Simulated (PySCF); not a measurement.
PySCF input (BP86/def2-SVP):

```python
from pyscf import gto, dft

mol = gto.M(
    atom='''
    F    -0.00000000   -0.00000000   -0.69824324
    F     0.00000000    0.00000000    0.69824324
    ''',
    basis='def2-svp',
    charge=0,
    spin=0,
    verbose=4,
)

mf = dft.RKS(mol, xc='bp86')
mf.grids.level = 3
mf.conv_tol = 1e-9
mf.max_cycle = 100
mf.max_memory = 1500
mf.kernel()
if not mf.converged:
    mf = mf.newton()
    mf.kernel(mf.make_rdm1())
mf.dip_moment()
```

From the last part of the output:

```
    J. P. Perdew,  Phys. Rev. B 34, 7406–7406 (1986)
radial grids:
    Treutler-Ahlrichs [JCP 102, 346 (1995); DOI:10.1063/1.469408] (M4) radial grids

becke partition: Becke, JCP 88, 2547 (1988); DOI:10.1063/1.454033
pruning grids: <function nwchem_prune>
grids dens level: 3
symmetrized grids: False
atomic radii adjust function: <function treutler_atomic_radii_adjust>
small_rho_cutoff = 0
Set gradient conv threshold to 3.16228e-05
Initial guess from minao.
tot grids = 28528
init E= -199.447036064468
  HOMO = -0.370615263772942  LUMO = -0.181207954070208  gap/eV = 5.15404
cycle= 1 E= -199.343547155374  delta_E= 0.103  |g|= 0.255  |ddm|= 1.42
  HOMO = -0.312259415331209  LUMO = -0.173748367447545  gap/eV = 3.76908
cycle= 2 E= -199.348943153693  delta_E= -0.0054  |g|= 0.152  |ddm|= 0.206
  HOMO = -0.331463894600692  LUMO = -0.189113235837558  gap/eV = 3.87356
cycle= 3 E= -199.352373047616  delta_E= -0.00343  |g|= 0.0184  |ddm|= 0.0987
  HOMO = -0.326981451697217  LUMO = -0.183520995561037  gap/eV = 3.90376
cycle= 4 E= -199.352416645259  delta_E= -4.36e-05  |g|= 0.00742  |ddm|= 0.0148
  HOMO = -0.328239949967507  LUMO = -0.184950473168144  gap/eV = 3.89911
cycle= 5 E= -199.352425185755  delta_E= -8.54e-06  |g|= 2.21e-05  |ddm|= 0.00412
  HOMO = -0.328241425273116  LUMO = -0.184954754629266  gap/eV = 3.89903
cycle= 6 E= -199.352425185824  delta_E= -6.93e-11  |g|= 1.35e-07  |ddm|= 1.07e-05
  HOMO = -0.32824137581456  LUMO = -0.184954706966993  gap/eV = 3.89903
Extra cycle  E= -199.352425185824  delta_E= -5.68e-14  |g|= 6.98e-08  |ddm|= 1.39e-07
converged SCF energy = -199.352425185824
Dipole moment(X, Y, Z, Debye):  0.00000, -0.00000,  0.00000
```
